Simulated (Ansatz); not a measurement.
# BSiO+ (singlet): the correlation ladder, cc-pVDZ

An exercise on one series of results from a longer session: the logs are not shown, and one member is left open.

The runs use Ansatz 0.2.0, Gaussian basis; cc-pVDZ, core rule «outside noble gas», up to 7 orbitals frozen.

Plan: UHF; CCSD(T) on RHF; CCSD(T) on UHF; BCCD(T) on RHF; CISD; CCSDT(Q) on RHF; CCSDT(Q) on UHF.

29 further runs of the same task are left out: 6 for a known fault of the program, 8 that didn't finish, 15 set aside as unsound or not needed.

**The geometry**

The geometry is a PBE0/def2-TZVP stationary point (not a proven minimum) of the parent state, kept for this charge and spin.

3 atoms, charge 1, spin multiplicity 1.

Atoms are counted from 1 here; the program's logs count them from 0.

Bond lengths: B1–O2 1.292 Å, O2–Si3 1.680 Å. Angles: B1–O2–Si3 180.0°.

Set-up of the first run:

in.yaml

```yaml
crystal:
  periodic: [false, false, false]
  atoms:
    - {symbol: B, position_ang: [0.000000, 0.000000, -1.421400]}
    - {symbol: O, position_ang: [0.000000, 0.000000, -0.129200]}
    - {symbol: Si, position_ang: [0.000000, 0.000000, 1.550600]}
basis:
  gaussian: {orbitals: cc-pVDZ}
total_charge: 1
magnetization: {spin_polarized: true, initial_magnetization: 0}
hamiltonian: {xc: hf}
output: {orbitals: {seedname: orbitals}}
```

Started as:

```sh
> ansatz run in.yaml --threads 1 --pin off --events-out ev --progress --plain --max-ram 2393MiB
```

Among the steps run: UHF; CCSD(T) on RHF; CCSD(T) on UHF; BCCD(T) on RHF; CISD; CCSDT(Q) on RHF; CCSDT(Q) on UHF.

One table of the session follows, with a row left open; its other results are not shown here.

It belongs to the step «Misses and costs». 

| method | from RCCSDT(Q) (kJ/mol) |
| --- | --- |
| RHF | +874.7 |
| UHF | +874.1 |
| RMP2 | +110.9 |
| CISD | +118.9 |
| RCCSD | +32.3 |
| RCCSD(T) | +5.0 |
| BCCD(T) | ? |
| RCCSDT | +3.1 |
| RCCSDT(Q) | 0 |

**Question.** Estimate the row for BCCD(T).

**Answer.** from RCCSDT(Q) (kJ/mol): +4.3. In the column «from RCCSDT(Q) (kJ/mol)» it lies between RCCSDT (+3.1) and RCCSD(T) (+5.0).

Not comparable, so not listed: CCSD(T) on UHF; CCSDT(Q) on UHF (they don't share determinant, frozen orbitals or solution with the rows shown, or repeat one).

To keep in mind: Warnings: restricted reference is unstable.
